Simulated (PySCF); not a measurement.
All of these have the formula [C5H12N]+. The calculation used PySCF 2.14.0, density-fitted response routines, TDDFT CAM-B3LYP/def2-SVPD, vertical, gas phase, core orbitals frozen in the response. Geometries: GFN2-xTB; one conformer of each isolated species. Triplets are in the Tamm–Dancoff approximation. Ions are computed without counter-ions or solvent.

Question: Rank by computed S1–T1 gap, lowest first.
A. `C[N+]1(C)CCC1`
B. `C=C[C@H](C)[NH2+]C`
C. `C=C[N+](C)(C)C`
D. `C[NH+]1CCCC1`

Answer: D (0.19 eV), A (0.32 eV), B (2.82 eV), C (3.37 eV).

| SMILES | S1−T1 (eV) | S1 (eV) | T1 (eV) | S1 mainly | T1 mainly | f(S1) |
| --- | --- | --- | --- | --- | --- | --- |
| C[NH+]1CCCC1 | 0.19 | 8.85 | 8.66 | H→L (92%) | H→L (85%) | 0.001 |
| C[N+]1(C)CCC1 | 0.32 | 9.71 | 9.40 | H-1→L (66%) | H-1→L (54%) | 0.034 |
| C=C[C@H](C)[NH2+]C | 2.82 | 7.32 | 4.51 | H→L (95%) | H→L+1 (70%) | 0.123 |
| C=C[N+](C)(C)C | 3.37 | 8.06 | 4.69 | H→L (96%) | H→L (95%) | 0.407 |

H and L stand for HOMO and LUMO. For `C=C[C@H](C)[NH2+]C` the leading configurations of S1 and T1 differ. Singlets come from full response and triplets from the Tamm–Dancoff approximation.
